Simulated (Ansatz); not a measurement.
The inner images of a band of C₄H₉N (14 atoms, charge 0, multiplicity 1) are given out of order.

Computed with Ansatz, RKS PBE0-D4/def2-SVP.

Initial state:

```xyz
14
Properties=species:S:1:pos:R:3
C -0.739 1.563 0.544
C -0.146 0.372 0.400
C 1.074 -0.032 1.168
C -0.681 -0.650 -0.571
N 0.336 -1.042 -1.530
H -1.626 1.830 -0.039
H -0.364 2.307 1.253
H 0.854 -0.899 1.814
H 1.453 0.784 1.800
H 1.864 -0.356 0.474
H -1.618 -0.259 -1.020
H -0.965 -1.553 0.002
H 0.532 -0.272 -2.166
H 0.014 -1.821 -2.101
```

Final state:

```xyz
14
Properties=species:S:1:pos:R:3
C -0.718 1.567 0.540
C -0.186 0.353 0.356
C 1.054 -0.098 1.068
C -0.810 -0.640 -0.600
N 0.025 -1.070 -1.707
H -1.625 1.875 0.010
H -0.273 2.294 1.227
H 0.849 -0.991 1.684
H 1.463 0.685 1.722
H 1.839 -0.385 0.349
H -1.741 -0.209 -1.005
H -1.113 -1.541 -0.036
H 0.400 -0.262 -2.199
H 0.823 -1.610 -1.380
```

Put them in order from the first end to the last, with their energies above the first end.
A.
```xyz
14
Properties=species:S:1:pos:R:3
C -0.749 1.581 0.584
C -0.168 0.390 0.407
C 1.061 -0.046 1.143
C -0.696 -0.613 -0.590
N 0.345 -0.988 -1.526
H -1.639 1.872 0.018
H -0.356 2.306 1.303
H 0.844 -0.928 1.771
H 1.468 0.748 1.784
H 1.823 -0.362 0.415
H -1.624 -0.217 -1.051
H -0.996 -1.522 -0.037
H 0.437 -0.327 -2.290
H 0.236 -1.923 -1.902
```
B.
```xyz
14
Properties=species:S:1:pos:R:3
C -0.745 1.583 0.586
C -0.178 0.386 0.405
C 1.057 -0.058 1.125
C -0.729 -0.607 -0.594
N 0.279 -0.968 -1.552
H -1.640 1.877 0.029
H -0.340 2.308 1.298
H 0.843 -0.939 1.756
H 1.474 0.733 1.763
H 1.814 -0.374 0.391
H -1.669 -0.200 -1.024
H -1.023 -1.522 -0.049
H 0.468 -0.310 -2.294
H 0.376 -1.937 -1.811
```
C.
```xyz
14
Properties=species:S:1:pos:R:3
C -0.741 1.580 0.583
C -0.177 0.382 0.395
C 1.057 -0.064 1.117
C -0.750 -0.604 -0.600
N 0.164 -0.982 -1.631
H -1.638 1.875 0.030
H -0.335 2.304 1.295
H 0.841 -0.942 1.750
H 1.476 0.727 1.755
H 1.820 -0.381 0.389
H -1.697 -0.187 -0.999
H -1.036 -1.521 -0.054
H 0.526 -0.288 -2.264
H 0.477 -1.930 -1.739
```
D.
```xyz
14
Properties=species:S:1:pos:R:3
C -0.738 1.574 0.575
C -0.171 0.378 0.379
C 1.060 -0.066 1.108
C -0.764 -0.608 -0.608
N 0.064 -1.007 -1.712
H -1.639 1.869 0.027
H -0.333 2.297 1.290
H 0.843 -0.941 1.745
H 1.476 0.727 1.746
H 1.832 -0.383 0.389
H -1.713 -0.181 -0.983
H -1.044 -1.523 -0.056
H 0.558 -0.280 -2.211
H 0.556 -1.885 -1.659
```
E.
```xyz
14
Properties=species:S:1:pos:R:3
C -0.746 1.573 0.569
C -0.152 0.386 0.401
C 1.070 -0.034 1.158
C -0.680 -0.627 -0.585
N 0.348 -1.025 -1.529
H -1.634 1.853 -0.006
H -0.369 2.302 1.292
H 0.850 -0.914 1.788
H 1.455 0.768 1.803
H 1.852 -0.348 0.450
H -1.608 -0.232 -1.046
H -0.978 -1.529 -0.019
H 0.477 -0.312 -2.244
H 0.102 -1.889 -2.004
```
F.
```xyz
14
Properties=species:S:1:pos:R:3
C -0.729 1.564 0.553
C -0.180 0.359 0.356
C 1.061 -0.084 1.070
C -0.803 -0.627 -0.610
N 0.020 -1.053 -1.727
H -1.640 1.862 0.025
H -0.301 2.286 1.254
H 0.854 -0.962 1.706
H 1.475 0.710 1.707
H 1.841 -0.391 0.354
H -1.737 -0.188 -0.999
H -1.103 -1.532 -0.053
H 0.487 -0.261 -2.162
H 0.740 -1.712 -1.443
```
G.
```xyz
14
Properties=species:S:1:pos:R:3
C -0.733 1.566 0.561
C -0.171 0.367 0.361
C 1.063 -0.073 1.088
C -0.786 -0.616 -0.614
N 0.017 -1.031 -1.746
H -1.639 1.861 0.024
H -0.321 2.288 1.274
H 0.849 -0.946 1.730
H 1.475 0.724 1.724
H 1.844 -0.389 0.377
H -1.732 -0.182 -0.980
H -1.068 -1.529 -0.058
H 0.543 -0.268 -2.162
H 0.645 -1.802 -1.550
```

E (+0.007 eV), A (+0.033 eV), B (+0.109 eV), C (+0.173 eV), D (+0.116 eV), G (+0.048 eV), F (+0.022 eV).

Time of the run: 2.8 min on 2 threads of Intel(R) Xeon(R) CPU @ 2.80GHz (Skylake/Cascade Lake) (shared host), peak memory 0.28 GiB.
